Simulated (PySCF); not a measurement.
CF3, charge -2, doublet, geometry from GFN2-xTB of the parent state (a state made from the parent by changing its charge; the spin is typed, not shown lowest) (in this run its highest filled SCF level lies above zero, so its values depend strongly on the basis, on diffuse functions most of all); MP2/6-31G* run with PySCF.

The PySCF input:
```python
from pyscf import gto, scf, mp

mol = gto.Mole()
mol.atom = '''
    C     0.01018319   -0.00657116    0.53245374
    F    -0.01807559    1.27792011   -0.10226750
    F     1.11097537   -0.62281319   -0.14731810
    F    -1.09968858   -0.65072614   -0.10538356
'''
mol.basis = '6-31g*'
mol.charge = -2
mol.spin = 1
mol.verbose = 4
mol.build()

mf = scf.UHF(mol)
mf.kernel()

pt = mp.MP2(mf)
pt.kernel()
print('E(MP2) = %.10f' % pt.e_tot)
mf.analyze()
```

Q: What does PySCF print? Leave out banner, timings and long lists.

A: 
```
PySCF version 2.14.0

[INPUT] verbose = 4
[INPUT] num. atoms = 4
[INPUT] num. electrons = 35
[INPUT] charge = -2
[INPUT] spin (= nelec alpha-beta = 2S) = 1
[INPUT] symmetry False subgroup None
[INPUT] Mole.unit = angstrom
[INPUT] Symbol           X                Y                Z      unit          X                Y                Z       unit  Magmom
[...]
nuclear repulsion = 117.974787035464
number of shells = 24
number of NR pGTOs = 108
number of NR cGTOs = 56
basis = 6-31g*
ecp = {}

******** <class 'pyscf.scf.uhf.UHF'> ********
method = UHF
initial guess = minao
damping factor = 0
level_shift factor = 0
DIIS = <class 'pyscf.scf.diis.CDIIS'>
diis_start_cycle = 1
diis_space = 8
diis_damp = 0
SCF conv_tol = 1e-09
SCF conv_tol_grad = None
SCF max_cycles = 50
direct_scf = True
direct_scf_tol = 1e-13
number electrons alpha = 18  beta = 17
Set gradient conv threshold to 3.16228e-05
init E= -335.971538156892

cycle= 1 E= -335.431991149872  delta_E= 0.54  |g|= 0.592  |ddm|= 2.44
cycle= 2 E= -335.519563867177  delta_E= -0.0876  |g|= 0.321  |ddm|= 0.624
cycle= 3 E= -335.550547551679  delta_E= -0.031  |g|= 0.0356  |ddm|= 0.221
cycle= 4 E= -335.552207348068  delta_E= -0.00166  |g|= 0.0134  |ddm|= 0.109
cycle= 5 E= -335.552452685377  delta_E= -0.000245  |g|= 0.00531  |ddm|= 0.0405
cycle= 6 E= -335.552514451172  delta_E= -6.18e-05  |g|= 0.00226  |ddm|= 0.03
cycle= 7 E= -335.552526923855  delta_E= -1.25e-05  |g|= 0.00123  |ddm|= 0.0119
cycle= 8 E= -335.552531342838  delta_E= -4.42e-06  |g|= 0.000782  |ddm|= 0.00649
cycle= 9 E= -335.552533564365  delta_E= -2.22e-06  |g|= 0.000509  |ddm|= 0.00506
cycle= 10 E= -335.552534988827  delta_E= -1.42e-06  |g|= 0.000371  |ddm|= 0.00498
cycle= 11 E= -335.552536171507  delta_E= -1.18e-06  |g|= 0.00031  |ddm|= 0.00577
cycle= 12 E= -335.552536779201  delta_E= -6.08e-07  |g|= 0.000303  |ddm|= 0.00337
cycle= 13 E= -335.552537361429  delta_E= -5.82e-07  |g|= 0.000304  |ddm|= 0.00327
cycle= 14 E= -335.552537691027  delta_E= -3.3e-07  |g|= 0.000303  |ddm|= 0.00186
cycle= 15 E= -335.552539160664  delta_E= -1.47e-06  |g|= 0.000302  |ddm|= 0.0083
cycle= 16 E= -335.552540512553  delta_E= -1.35e-06  |g|= 0.000302  |ddm|= 0.00766
cycle= 17 E= -335.552541819946  delta_E= -1.31e-06  |g|= 0.000301  |ddm|= 0.00742
cycle= 18 E= -335.552544542833  delta_E= -2.72e-06  |g|= 0.000301  |ddm|= 0.0155
cycle= 19 E= -335.552553450327  delta_E= -8.91e-06  |g|= 0.0003  |ddm|= 0.0511
[...]
converged SCF energy = -335.552625379539  <S^2> = 0.76491479  2S+1 = 2.0148596
E(UMP2) = -336.199410532557  E_corr = -0.64678515301827
E(SCS-UMP2) = -336.169333714254  E_corr = -0.616708334715497
E(MP2) = -336.1994105326
Total Energy =                        -335.552625379538995
[...]
spin_pop of  0 C 3pz      -0.00315
spin_pop of  0 C 3dxy      0.00045
spin_pop of  0 C 3dyz      0.00214
spin_pop of  0 C 3dz^2     0.00001
spin_pop of  0 C 3dxz      0.00076
spin_pop of  0 C 3dx2-y2    0.00171
spin_pop of  1 F 1s       -0.00000
spin_pop of  1 F 2s        0.03044
spin_pop of  1 F 3s        0.00281
spin_pop of  1 F 2px       0.00268
spin_pop of  1 F 2py       0.03334
spin_pop of  1 F 2pz       0.02315
spin_pop of  1 F 3px      -0.00033
spin_pop of  1 F 3py       0.00397
spin_pop of  1 F 3pz      -0.00018
spin_pop of  1 F 3dxy      0.00008
spin_pop of  1 F 3dyz     -0.00000
spin_pop of  1 F 3dz^2     0.00022
spin_pop of  1 F 3dxz      0.00020
spin_pop of  1 F 3dx2-y2    0.00014
spin_pop of  2 F 1s       -0.00000
spin_pop of  2 F 2s        0.03047
spin_pop of  2 F 3s        0.00281
spin_pop of  2 F 2px       0.03563
spin_pop of  2 F 2py      -0.00127
spin_pop of  2 F 2pz       0.02486
spin_pop of  2 F 3px       0.00309
spin_pop of  2 F 3py       0.00045
spin_pop of  2 F 3pz      -0.00008
spin_pop of  2 F 3dxy      0.00024
spin_pop of  2 F 3dyz      0.00014
spin_pop of  2 F 3dz^2     0.00021
spin_pop of  2 F 3dxz      0.00006
spin_pop of  2 F 3dx2-y2   -0.00002
spin_pop of  3 F 1s       -0.00000
spin_pop of  3 F 2s        0.00199
spin_pop of  3 F 3s       -0.00000
spin_pop of  3 F 2px      -0.00308
spin_pop of  3 F 2py       0.00916
spin_pop of  3 F 2pz       0.00105
spin_pop of  3 F 3px      -0.00000
spin_pop of  3 F 3py      -0.00014
spin_pop of  3 F 3pz       0.00011
spin_pop of  3 F 3dxy      0.00006
spin_pop of  3 F 3dyz      0.00057
spin_pop of  3 F 3dz^2     0.00000
spin_pop of  3 F 3dxz      0.00018
spin_pop of  3 F 3dx2-y2    0.00014
 ** Mulliken Spin Density (per atom)  **
spin density of  0 C =      0.79685
spin density of  1 F =      0.09652
spin density of  2 F =      0.09661
spin density of  3 F =      0.01002
 ** Mulliken pop alpha/beta on meta-lowdin orthogonal AOs **
 ** Mulliken pop       alpha | beta **
In total            18.00000 | 17.00000
 ** Mulliken atomic charges   ( Nelec_alpha | Nelec_beta ) **
charge of  0C =     -0.30901  (     3.55293      2.75608 )
charge of  1F =     -0.58544  (     4.84098      4.74446 )
charge of  2F =     -0.58550  (     4.84105      4.74445 )
charge of  3F =     -0.52004  (     4.76503      4.75501 )

WARN: System has nonzero charge -2; the dipole moment is origin-dependent.
Location of origin: [0. 0. 0.]

Dipole moment(X, Y, Z, Debye): -0.05927,  0.04095, -3.21295
```
